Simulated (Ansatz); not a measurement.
# BFH₅N: a reaction path by the nudged elastic band

Aim: the minimum-energy path between two given structures and its highest point. Both ends were relaxed at PBE0-D4 in triple zeta.

Method: PBE0-D4/def2-SVP; program: Ansatz 0.2.0, Gaussian basis.

22 further runs of the same task are left out: 22 set aside as unsound or not needed.

### 1 Starting geometry

The first end: 8 atoms, charge 0, spin multiplicity 1.

Atoms are counted from 1 here; the program's logs count them from 0.

Bond lengths: B1–N2 1.399 Å, B1–H3 1.194 Å, B1–H4 1.194 Å, N2–H7 1.008 Å, N2–H8 1.008 Å, H5–F6 0.936 Å. Angles: N2–B1–H3 118.6°, N2–B1–H4 118.6°, H3–B1–H4 122.8°, B1–N2–H7 122.4°, B1–N2–H8 122.4°, H7–N2–H8 113.1°.

As a file:

```
B     0.4551   -0.0887    1.0008
N    -0.2064   -0.6786   -0.0815
H     1.6486   -0.0621    0.9958
H    -0.1979    0.3942    1.8758
H    -0.3270    0.8942   -1.1493
F    -0.4513    1.5851   -1.7678
H    -1.2020   -0.8389   -0.0836
H     0.2808   -1.2051   -0.7902
```

The second end:

```csv
atom,x (Å),y (Å),z (Å)
B1,0.3828,0.5801,0.4813
N2,-0.3413,-0.5932,-0.4353
H3,1.5724,0.4391,0.2689
H4,0.0364,0.3311,1.6207
H5,-0.1173,-0.4573,-1.4167
F6,-0.1534,1.7615,-0.0336
H7,-1.3506,-0.5443,-0.3311
H8,-0.0289,-1.5170,-0.1543
```

### 2 The band at PBE0-D4/def2-SVP

The input, neb/in.yaml:

```yaml
crystal:
  periodic: [false, false, false]
  atoms:
    - {symbol: B, position_ang: [0.455139, -0.088694, 1.000817]}
    - {symbol: N, position_ang: [-0.206387, -0.678642, -0.081470]}
    - {symbol: H, position_ang: [1.648646, -0.062127, 0.995784]}
    - {symbol: H, position_ang: [-0.197946, 0.394153, 1.875762]}
    - {symbol: H, position_ang: [-0.326988, 0.894167, -1.149293]}
    - {symbol: F, position_ang: [-0.451267, 1.585139, -1.767789]}
    - {symbol: H, position_ang: [-1.201963, -0.838860, -0.083585]}
    - {symbol: H, position_ang: [0.280765, -1.205134, -0.790224]}
basis:
  gaussian: {orbitals: def2-SVP}
hamiltonian: {xc: pbe0, dispersion: d4}
neb:
  images: 5
  climbing: true
  max_iterations: 40
  initial_path: idpp
  final_atoms:
    - {symbol: B, position_ang: [0.382771, 0.580113, 0.481289]}
    - {symbol: N, position_ang: [-0.341350, -0.593229, -0.435257]}
    - {symbol: H, position_ang: [1.572390, 0.439092, 0.268948]}
    - {symbol: H, position_ang: [0.036430, 0.331079, 1.620673]}
    - {symbol: H, position_ang: [-0.117268, -0.457315, -1.416709]}
    - {symbol: F, position_ang: [-0.153415, 1.761501, -0.033569]}
    - {symbol: H, position_ang: [-1.350648, -0.544273, -0.331094]}
    - {symbol: H, position_ang: [-0.028908, -1.516966, -0.154281]}
```

The run is started by

```sh
ansatz run in.yaml --threads 2 --pin off --events-out ev --progress --plain --max-ram 4352MiB
```

**Question.** What will these runs give? Wanted: from earlier runs: barrier over the separately found saddle, CCSD(T)/def2-TZVPP.

As calculated:

| quantity | value |
| --- | --- |
| PBE0-D4/def2-SVP, 11 iterations | highest 0.315 eV (image 3), last end -1.019 eV |
| from earlier runs: barrier over the separately found saddle, CCSD(T)/def2-TZVPP | 0.691 eV |

The highest image lies 0.315 eV above the first end, and it climbed, so it estimates the saddle. The ends are not quite minima at this level (largest force component 0.31 eV/Å), so the heights are unreliable: relaxing the first end would lower it and raise the barrier above it. The highest image is 0.376 eV below the CCSD(T) barrier in triple zeta, which comes from separate runs on the saddle.
